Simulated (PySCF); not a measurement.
Gas-phase reaction: B(OH)₃ + 4 B → B₂O₃ + 3 BH

Energies from PySCF (xtb for GFN2), thermal terms from the rigid-rotor harmonic-oscillator model, ideal gas at 1 bar. † marks an energy on the PBE0/def2-TZVP geometry and frequencies; other levels use their own. Open shells (unrestricted): B (multiplicity 2, electronic degeneracy 6); the rest are closed-shell singlets. GFN2 has no spin-polarisation term. Spin-orbit splitting is ignored; it lowers the true energy and changes the entropy of B. B3LYP is the form with VWN-RPA correlation. The harmonic model lacks anharmonicity and excited electronic states, which grow with temperature; levels with a mode under 35 cm⁻¹ are left out. Internal rotation in B(OH)₃ is treated as a harmonic vibration of one conformer, which makes the entropy rough. Soft modes under 120 cm⁻¹ make the harmonic entropy rough for B₂O₃. Warning, point group unlike the PBE0 one: B₂O₃ (GFN2-xTB, PBE/def2-SVP).

ΔH° and ΔS° at 298 K: B3LYP/def2-TZVP† -801 kJ, -84 J/K; GFN2-xTB -1733 kJ, -87 J/K; HF/def2-TZVP† -563 kJ, -84 J/K; M06-2X/def2-TZVP† -800 kJ, -84 J/K; PBE/def2-SVP -835 kJ, -79 J/K.

Problem. With the heat capacities included, give log10 K (1 bar) at 500, 600, 1600, 1800, 2000 K from B3LYP/def2-TZVP†, GFN2-xTB, HF/def2-TZVP†, M06-2X/def2-TZVP†, PBE/def2-SVP.

Solution. 
| T (K) | B3LYP/def2-TZVP† | GFN2-xTB | HF/def2-TZVP† | M06-2X/def2-TZVP† | PBE/def2-SVP |
|---|---|---|---|---|---|
| 500 | 79.3 | 176.5 | 54.5 | 79.2 | 83.0 |
| 600 | 65.3 | 146.3 | 44.6 | 65.2 | 68.5 |
| 1600 | 21.3 | 51.6 | 13.5 | 21.3 | 22.8 |
| 1800 | 18.3 | 45.3 | 11.4 | 18.3 | 19.8 |
| 2000 | 15.9 | 40.2 | 9.7 | 15.9 | 17.3 |
